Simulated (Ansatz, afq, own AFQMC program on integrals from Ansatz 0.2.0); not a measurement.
## AlBH2, singlet: AFQMC among the cluster methods

```yaml
atoms:
  - { symbol: B, position_ang: [0.0000, 0.0000, 1.4848] }
  - { symbol: Al, position_ang: [0.0000, 0.0000, -0.7557] }
  - { symbol: H, position_ang: [0.0000, 1.0050, 2.1514] }
  - { symbol: H, position_ang: [0.0000, -1.0050, 2.1514] }
```

Connectivity, by distances: BH2–Al.

Basis 6-31G. Noble-gas cores (and the filled d shells of Ga–Kr and In–Xe) are frozen. Ansatz 0.2.0 and our own AFQMC program on the same integrals; the CISD trial comes from CCSD amplitudes, and released means the phaseless constraint is let go. Free AFQMC starts from the CCSD state and is never constrained. Its projection time is finite, and what remains of the start isn't in its error. ± is one standard error of the sampling.

Determinant: RHF, the one that the program's search chose, which needn't be the lowest solution. The geometry is a PBE0/def2-TZVP stationary point of this or a neighbouring charge and spin state.

Full CI on the same integrals is exact in this basis and with this determinant's frozen core.

Cautions: restricted determinant unstable towards unrestricted (UHF 113 meV lower, ⟨S²⟩ 0.53); the ph-AFQMC/CISD walk drifts between its halves (2.2 errors).

* T1 diagnostic: 0.0121
* weight of the determinant in the CISD state: 0.897
* size of the correlated space: 8 electrons in 20 orbitals

Reference: full CI, correlation energy -2.910 eV. The released energy is read at 2.40 1/Eh (meV from the phaseless value at times in 1/Eh: -5 ± 5 at 0.24, -7 ± 6 at 0.51, -9 ± 4 at 0.99, -14 ± 5 at 1.62, -7 ± 4 at 2.40).

| level | E − E(reference) (kcal/mol) | share of correlation (%) |
| --- | --- | --- |
| HF | 67.10 | 0.00 |
| MP2 | 19.53 | 70.89 |
| CCSD | 1.53 | 97.72 |
| CCSD(T) | 0.44 | 99.35 |
| CCSDT | 0.10 | 99.85 |
| CCSDT(Q) | 0.03 | 99.96 |
| CCSDTQ | 0.00 | 99.99 |
| ph-AFQMC/CISD | 0.19 ± 0.10 | 99.72 |
| released AFQMC | 0.02 ± 0.10 | 99.97 |
| free AFQMC | -0.04 ± 0.11 | 100.06 |

CCSDT and higher add their correlation energy to the determinant of the CCSD(T) run, since their own runs factorise the integrals more tightly (a shift of under 2 meV). Free projections are given only where their last times agree within the noise and don't stop above the reference; a slow remainder of the start can still hide under it. A walk keeps the symmetry of its determinant, which the program's search chose and which needn't be the lowest solution, so a lower state of the same spin and another symmetry isn't excluded. Released energies are given only where the last usable release times agree within the noise; a slower fall can still hide under it.
